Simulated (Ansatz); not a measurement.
Fluorite CeO₂ was calculated with LDA in Ansatz (PAW).

Settings: plane-wave cutoff 520 eV, 10×10×10 k mesh, Fermi–Dirac smearing 0.01 eV, no spin polarisation, scalar-relativistic PAW data made under PBE.

Computed at the level's own relaxed cell.

Q: What does this level give for the band gap, smallest direct gap on the k points sampled, Γ–Γ gap and equilibrium lattice constant a?

A: 
- band gap: 2.02 eV
- smallest direct gap on the k points sampled: 2.11 eV
- Γ–Γ gap: 3.07 eV
- equilibrium lattice constant a: 5.358 Å

Measured, for comparison: band gap 3 eV (temperature not stated, not corrected to a static lattice, O 2p to Ce 4f, our sources range from 3.00 to 3.20; as tabulated in Tran et al. (2019), arXiv:1908.01820); lattice constant a 5.391 Å (0 K, extrapolated to 0 K; as tabulated in Stimac et al. (2024), arXiv:2411.06536). Computed (rounded) less measured: lattice constant a -0.6 %.

Spin–orbit coupling is not included.

The result took roughly 3 core-seconds.

Ansatz is a first-principles code.
